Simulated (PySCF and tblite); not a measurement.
The numbers below are computed, except where a source is named.
C₂H₆S, numbered as in [CH3:1][CH2:2][SH:3]. The same 2 conformers on PBE0-D3(BJ)/def2-SVP geometries, with only the basis set of the single-point energies changed (functional PBE0, solvent none (gas phase), D3(BJ) where defined; PySCF).

Torsions listed: C1–C2–S3–H3. Of a mirror pair one member is shown.

```csv
conformer,shape,symmetry,dipole D
1,64°,C1 (pair),1.67
2,-178°,Cs,1.66
```

Energies (kcal/mol) above conformer 1 and its weight at 298.15 K (thermal terms from GFN2-xTB):

```json
{"basis set": "def2-TZVP", "E(2) − E(1)": "0.57", "weight of 1 (%)": "77"}
{"basis set": "6-31G*", "E(2) − E(1)": "0.61", "weight of 1 (%)": "78"}
{"basis set": "def2-SVP", "E(2) − E(1)": "0.82", "weight of 1 (%)": "83"}
{"basis set": "pcseg-1", "E(2) − E(1)": "0.76", "weight of 1 (%)": "82"}
{"basis set": "6-311G**", "E(2) − E(1)": "0.66", "weight of 1 (%)": "79"}
{"basis set": "def2-SVPD", "E(2) − E(1)": "0.53", "weight of 1 (%)": "75"}
{"basis set": "pcseg-2", "E(2) − E(1)": "?", "weight of 1 (%)": "?"}
```

**Question.** What does pcseg-2 give?

**Answer.** E(2) − E(1) = 0.61 kcal/mol, weight of conformer 1 78 %.

**Question.** How much does the choice of basis set matter?

**Answer.** The widest range is that of E(2) − E(1), which runs from 0.53 (def2-SVPD) to 0.82 kcal/mol (def2-SVP), a spread of 0.29, against RT = 0.59.
